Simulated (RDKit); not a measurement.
RDKit input (MMFF94):

```python
from rdkit import Chem
from rdkit.Chem import AllChem, rdDetermineBonds

mol = Chem.MolFromXYZFile('mol.xyz')
rdDetermineBonds.DetermineBonds(mol, charge=-1)
print('SMILES', Chem.MolToSmiles(Chem.RemoveHs(mol)))
ff = AllChem.MMFFGetMoleculeForceField(mol, AllChem.MMFFGetMoleculeProperties(mol))
e0 = ff.CalcEnergy()
flag = ff.Minimize(maxIts=5000, forceTol=1e-5)
print(f'energy {e0:.4f} -> {ff.CalcEnergy():.4f} kcal/mol, converged: {flag == 0}')
print(Chem.MolToXYZBlock(mol))
```
mol.xyz:
```
5

C      0.37929460     0.55476049     0.30227314
C      0.02534738    -0.76307343    -0.03003155
O      0.69996098     1.63440694    -0.15189047
O     -1.12129664    -1.30302412    -0.06769073
H      0.94283335    -1.40118499     0.12320002
```

Task: Which steric energies does it print, before and after the minimisation?

Result: 55.01 and 25.78 kcal/mol. They count from the force field's own zero for this bonding and are no heats of formation.
